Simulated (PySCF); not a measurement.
Isomers of C3H5FS, mass 92.010 u with the commonest isotopes. Method: PBE0-D3(BJ)/def2-SVP geometry optimisation, gas phase in PySCF 2.14.0. One conformer each, none proved a minimum here; rigid rotors.

**Question.** Order these by rotational constant C, largest first.
A. `[F:1][C@@H:2]1[CH2:3][C@H:4]1[SH:5]` with C3–C4–S5–H 146°
B. `[F:1][C@@H:2]1[CH2:3][C@@H:4]1[SH:5]` with C3–C4–S5–H -133°
C. `[F:1][C@H:2]1[CH2:3][CH2:4][S:5]1` with F1–C2–C3–C4 134°, C2–C3–C4–S5 -15°, C3–C4–S5–C2 12°, F1–C2–S5–C4 -131°
D. `[F:1][CH2:2][CH2:3][CH:4]=[S:5]` with F1–C2–C3–C4 -62°, C2–C3–C4–S5 -126°

**Answer.** C (2661 MHz), B (2444 MHz), A (1988 MHz), D (1577 MHz).

**Question.** Order these by out-of-plane moment Σ m c² = (Ia + Ib − Ic)/2, largest first.
A. `[F:1][C@H:2]1[CH2:3][CH2:4][S:5]1` with F1–C2–C3–C4 134°, C2–C3–C4–S5 -15°, C3–C4–S5–C2 12°, F1–C2–S5–C4 -131°
B. `[F:1][CH:2]1[CH2:3][S:4][CH2:5]1` with F1–C2–C3–S4 -146°, C2–C3–S4–C5 20°, C3–S4–C5–C2 -20°, F1–C2–C5–S4 146°
C. `[F:1][C@@H:2]1[CH2:3][C@@H:4]1[SH:5]` with C3–C4–S5–H -133°
D. `[F:1][CH2:2][CH2:3][CH:4]=[S:5]` with F1–C2–C3–C4 -62°, C2–C3–C4–S5 -126°
E. `[F:1][C@@H:2]1[CH2:3][C@H:4]1[SH:5]` with C3–C4–S5–H 146°

**Answer.** C (15.29 u·Å²), E (11.08 u·Å²), D (10.45 u·Å²), A (8.85 u·Å²), B (7.69 u·Å²).

**Question.** Order these by rotational constant A, largest first.
A. `[F:1][CH2:2][CH2:3][CH:4]=[S:5]` with F1–C2–C3–C4 -62°, C2–C3–C4–S5 -126°
B. `[F:1][C@@H:2]1[CH2:3][C@H:4]1[SH:5]` with C3–C4–S5–H 146°
C. `[F:1][C@@H:2]1[CH2:3][C@@H:4]1[SH:5]` with C3–C4–S5–H -133°
D. `[F:1][CH:2]1[CH2:3][S:4][CH2:5]1` with F1–C2–C3–S4 -146°, C2–C3–S4–C5 20°, C3–S4–C5–C2 -20°, F1–C2–C5–S4 146°
E. `[F:1][C@H:2]1[CH2:3][CH2:4][S:5]1` with F1–C2–C3–C4 134°, C2–C3–C4–S5 -15°, C3–C4–S5–C2 12°, F1–C2–S5–C4 -131°

**Answer.** A (13437 MHz), B (10539 MHz), D (9926 MHz), C (6833 MHz), E (6544 MHz).

```
           SMILES  point group  Ia (u·Å²)  Ib (u·Å²)  Ic (u·Å²)      κ  μa (D)  μb (D)  μc (D)
F[C@@H]1C[C@@H]1S           C1      73.96     163.40     206.78  -0.70    0.89    1.25    1.33
      F[C@H]1CCS1           C1      77.23     130.42     189.95  -0.37    0.97    2.14    0.80
          FC1CSC1           Cs      50.92     173.54     209.06  -0.87    0.13    0.00    0.40
 F[C@@H]1C[C@H]1S           C1      47.95     228.43     254.22  -0.95    0.10    0.01    0.19
           FCCC=S           C1      37.61     303.78     320.49  -0.99    1.46    1.42    0.07
```
